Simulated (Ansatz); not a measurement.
# SiHClO (SMILES O[Si]Cl) at BLYP/STO-3G

Aim: the vertical singlet–triplet gap of SiHClO at BLYP/STO-3G, from 2 runs. 

The calculation is run with Ansatz 0.2.0.

82 further runs of the same task are left out: 1 that didn't finish, 81 set aside as unsound or not needed.

## (1) Starting point

SiHClO has 4 atoms, charge 0, and is taken as a singlet. SMILES: `O[Si]Cl`. Geometry: relaxed at PBE0-D4/def2-TZVP.

Bond lengths: O1–Si2 1.637 Å, Si2–Cl3 2.110 Å, O1–H4 0.963 Å. Angles: O1–Si2–Cl3 101.3°, Si2–O1–H4 120.4°.

## (2) The energy at BLYP/STO-3G

Input file job.yaml:

```yaml
basis:
  gaussian:
    orbitals: STO-3G
crystal:
  periodic: [false, false, false]
  atoms:
    - {symbol: O, position_ang: [-0.911800, 0.450200, -0.308700]}
    - {symbol: Si, position_ang: [-0.434200, -0.789700, 0.647000]}
    - {symbol: Cl, position_ang: [1.662300, -0.701000, 0.421400]}
    - {symbol: H, position_ang: [-0.260800, 0.980400, -0.780000]}
hamiltonian:
  xc: {name: BLYP}
accuracy: high
```

On the command line:

```console
ansatz run job.yaml --threads 1 --pin off --max-ram 2610MiB --events-out events.jsonl --progress --plain --runs-dir runs
```

Log:

```text
Warning: RAYON_NUM_THREADS=1 ignored (pool sized by the plan → 1); use --threads N
Functional definition: BLYP
  name "BLYP"
  parameter beta = 0.0042
  parameter a = 0.04918
  parameter b = 0.132
  parameter c = 0.2533
  parameter d = 0.349
  exchange = b88_x(beta = beta)
  correlation = lyp_c(a = a, b = b, c = c, d = d)
433 factors; integrals over basis functions are off by at most 3.0e-8 eV
mean field evaluation 1: about -22203.0339 eV, gradient 2.2e1 eV
mean field evaluation 2: about -22189.3348 eV, gradient 7.5e1 eV
mean field evaluation 4: about -22205.1817 eV, gradient 3.4e0 eV
mean field evaluation 8: about -22205.2079 eV, gradient 2.9e-2 eV
mean field evaluation 16: about -22205.2079 eV, gradient 1.4e-6 eV
mean field -22205.20790446 eV, -816.0263392583 hartree, gradient 8.0e-9 eV, S^2 0.000000; 0 other end points of the search recorded, 0 dependent functions left out
reference -22205.20794042 eV, -816.0263405800 hartree; 20, 20 occupied and 4, 4 virtual orbitals, 433 factors
Total energy: -22205.20794042 eV, -816.0263405800 hartree
```

Wall time 1.2 s (1 thread of Arm Neoverse V1, shared host); peak memory 0.096 GiB.

## (3) The triplet, same level

Input file molecule.yaml:

```yaml
crystal:
  periodic: [false, false, false]
  atoms:
    - {symbol: O, position_ang: [-0.911800, 0.450200, -0.308700]}
    - {symbol: Si, position_ang: [-0.434200, -0.789700, 0.647000]}
    - {symbol: Cl, position_ang: [1.662300, -0.701000, 0.421400]}
    - {symbol: H, position_ang: [-0.260800, 0.980400, -0.780000]}
basis:
  gaussian: {orbitals: STO-3G}
magnetization: {spin_polarized: true, initial_magnetization: 2}
hamiltonian: {xc: {name: BLYP}}
accuracy: high
```

On the command line:

```console
ansatz run molecule.yaml --threads 1 --pin off --max-ram 2610MiB --events-out events.jsonl --progress --plain --runs-dir runs
```

Log, shortened:

```text
Warning: RAYON_NUM_THREADS=1 ignored (pool sized by the plan → 1); use --threads N
[... 9 set-up lines as earlier in the session ...]
433 factors; integrals over basis functions are off by at most 3.0e-8 eV
mean field evaluation 1: about -22199.4344 eV, gradient 1.4e1 eV
mean field evaluation 2: about -22183.5153 eV, gradient 4.8e1 eV
mean field evaluation 4: about -22201.0468 eV, gradient 2.6e0 eV
mean field evaluation 8: about -22201.1188 eV, gradient 5.6e-2 eV
mean field evaluation 16: about -22201.1188 eV, gradient 2.3e-6 eV
mean field evaluation 32: about -22199.3277 eV, gradient 9.3e0 eV
mean field -22201.11881127 eV, -815.8760678554 hartree, gradient 3.8e-8 eV, S^2 2.000628; 6 other end points of the search recorded, 0 dependent functions left out
reference -22201.11884784 eV, -815.8760691991 hartree; 21, 19 occupied and 3, 5 virtual orbitals, 433 factors
Total energy: -22201.11884784 eV, -815.8760691991 hartree
```

It took 2.7 s on 1 thread of Arm Neoverse V1, shared host; peak memory 0.13 GiB.

## (4) Summary of results

At BLYP/STO-3G:

```
                                        quantity          value
                           singlet: total energy  -816.02634 Eh
                           triplet: total energy  -815.87607 Eh
                                   triplet: ⟨S²⟩          2.001
vertical energy of the triplet above the singlet       4.089 eV
```

What this shows: At this shape the triplet lies 4.09 eV (94 kcal/mol) above the singlet. In a minimal basis such a difference can be off by several eV, whatever the method.
